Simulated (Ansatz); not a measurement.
A nudged elastic band was laid between two geometries of AlBH6Si (9 atoms, charge 0, multiplicity 1).

These are results of RKS PBE0/def2-SVP in Ansatz 0.2.0, not measurements.

```json
{"movable images": "7", "climbing image": "yes", "spring": "5.0 eV/Å²", "optimiser": "quadratic models (default)", "start path": "IDPP", "force threshold": "0.03 eV/Å", "iteration limit": "60", "end points": "relaxed"}
```

Image 0:

```xyz
9
Properties=species:S:1:pos:R:3
B -1.150 1.038 -1.607
Al 0.278 0.899 -0.056
Si 0.662 -1.215 1.159
H -0.884 0.790 -2.765
H -2.308 1.341 -1.410
H 1.176 2.152 0.371
H 1.990 -1.795 0.765
H -0.376 -2.260 0.883
H 0.701 -0.997 2.643
```

Image 8:

```xyz
9
Properties=species:S:1:pos:R:3
B -1.495 1.479 -0.732
Al 0.440 0.655 -0.528
Si 0.834 -1.383 0.809
H -2.265 1.126 -1.601
H -1.939 2.318 0.023
H 1.707 1.305 -1.257
H 2.031 -1.239 1.701
H 1.104 -2.543 -0.105
H -0.329 -1.764 1.673
```

Task: What changes between the two ends?

Result: No bond is made or broken. The dihedral H6–Al2–Si3–H9 goes from 48 to 168°. The two ends are copies of one structure, up to a mirror image or an exchange of like atoms.

Task: Give the energies along the band, and the barrier.

Result: The forces met the threshold. The highest image is number 4 of 0 to 8, 0.005 eV above the ends, which have the same energy within 2 meV. The top lies less than 8 meV above the higher end, about what the thresholds resolve: that end is a shoulder or a very shallow well. A vibrational analysis at the climbing image gives one clearly imaginary mode, 40i cm⁻¹: a first-order saddle point.

| image | path coordinate (Å) | energy (eV) | dihedral H6–Al2–Si3–H9 (°) |
| --- | --- | --- | --- |
| 0 | 0.00 | 0.000 | 48 |
| 1 | 0.51 | 0.000 | 62 |
| 2 | 1.03 | 0.001 | 77 |
| 3 | 1.54 | 0.003 | 92 |
| 4 | 2.06 | 0.005 | 108 |
| 5 | 2.57 | 0.005 | 123 |
| 6 | 3.10 | 0.004 | 139 |
| 7 | 3.61 | 0.002 | 154 |
| 8 | 4.12 | 0.000 | 168 |

Task: What is the geometry of the highest image?

Result: 
```xyz
9
Properties=species:S:1:pos:R:3
B -1.455 1.299 -1.067
Al 0.453 0.764 -0.328
Si 0.820 -1.338 0.917
H -1.843 0.972 -2.170
H -2.255 1.948 -0.426
H 1.708 1.728 -0.559
H 2.272 -1.659 1.098
H 0.179 -2.510 0.233
H 0.210 -1.251 2.286
```

The band took 7 iterations and about 70 core-seconds.

Run time: 67 s on 1 thread of Intel(R) Xeon(R) 6975P-C (Granite Rapids), on a shared host, peak memory 0.16 GiB.
